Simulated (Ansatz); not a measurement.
C4H7NO, SMILES `CC1C=NCO1` from Hartree–Fock to CCSD(T)

Z-matrix (Å, degrees):
```
C
C 1 1.516
H 1 1.093 2 110.6
H 1 1.091 2 110.0 3 119.5
H 1 1.092 2 110.6 3 -120.6
C 2 1.501 1 114.4 3 66.3
O 2 1.415 1 111.4 3 -178.9
H 2 1.102 1 109.2 3 -57.4
N 6 1.263 2 114.2 1 122.3
H 6 1.087 2 123.8 1 -57.5
C 7 1.420 2 108.3 1 -126.3
H 11 1.096 7 109.8 2 125.1
H 11 1.098 7 110.4 2 -115.2
```

The species carries charge 0 and has multiplicity 1. The structure was optimised at the PBE0-D4/def2-TZVP level. Frozen core, restricted reference, the Gaussian-basis code of Ansatz. CBS rows extrapolate triple and quadruple zeta; past MP2 they add the triple-zeta difference.

| basis | HF (Eh) | MP2 corr. |
| --- | --- | --- |
| def2-SVP | -284.61804 | -0.88225 |
| def2-TZVPP | -284.94602 | -1.09081 |
| def2-QZVPP | -284.95893 | -1.16529 |

Task: Estimate the CCSD correlation energy and the (T) correction in each basis where they were run (hartree).

Result: 
```csv
basis,CCSD corr.,(T)
def2-SVP,-0.93356,-0.03109
def2-TZVPP,-1.12644,-0.04946
CBS(def2),-1.25609,as TZ
```
